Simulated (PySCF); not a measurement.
Process, species as SMILES: S (H2S) → [SH-] + H+
B3LYP-D3(BJ)/def2-TZVP geometries, fixed; electronic energies without zero-point terms.

Basis-set convergence of the deprotonation energy at PBE with PySCF. All functions are spherical. Density fitting with generated auxiliary sets. No added dispersion term, no relativity. Functions are those of the species that has most. Reference: the value in aug-pcseg-3, 354.22 kcal/mol, itself unsure by roughly 0.05 kcal/mol (its mean distance from aug-cc-pV(Q+d)Z, def2-QZVPPD). Deviations are taken from unrounded values.

```json
[
 {"basis": "6-311+G**", "functions": "42", "deprotonation energy (kcal/mol)": "352.77", "minus reference (kcal/mol)": "-1.46"},
 {"basis": "def2-SVPD", "functions": "43", "deprotonation energy (kcal/mol)": "351.59", "minus reference (kcal/mol)": "-2.63"},
 {"basis": "aug-cc-pV(D+d)Z", "functions": "50", "deprotonation energy (kcal/mol)": "352.58", "minus reference (kcal/mol)": "-1.64"},
 {"basis": "6-311++G(2d,2p)", "functions": "55", "deprotonation energy (kcal/mol)": "353.85", "minus reference (kcal/mol)": "-0.37"},
 {"basis": "def2-TZVPD", "functions": "64", "deprotonation energy (kcal/mol)": "353.77", "minus reference (kcal/mol)": "-0.45"},
 {"basis": "jun-cc-pV(T+d)Z", "functions": "76", "deprotonation energy (kcal/mol)": "354.14", "minus reference (kcal/mol)": "-0.08"},
 {"basis": "6-311++G(3df,3pd)", "functions": "83", "deprotonation energy (kcal/mol)": "354.54", "minus reference (kcal/mol)": "0.32"},
 {"basis": "def2-TZVPPD", "functions": "85", "deprotonation energy (kcal/mol)": "354.04", "minus reference (kcal/mol)": "-0.19"},
 {"basis": "aug-cc-pV(T+d)Z", "functions": "101", "deprotonation energy (kcal/mol)": "354.15", "minus reference (kcal/mol)": "-0.08"},
 {"basis": "def2-QZVPPD", "functions": "145", "deprotonation energy (kcal/mol)": "354.17", "minus reference (kcal/mol)": "-0.05"},
 {"basis": "aug-cc-pV(Q+d)Z", "functions": "181", "deprotonation energy (kcal/mol)": "354.28", "minus reference (kcal/mol)": "0.06"}
]
```

The smallest set listed that lies within 1 kcal/mol of the reference with all its larger relatives (same family, alike in diffuse functions; a set with none counts only in the reference's own line) is 6-311++G(2d,2p) (55 functions, -0.37 kcal/mol off).
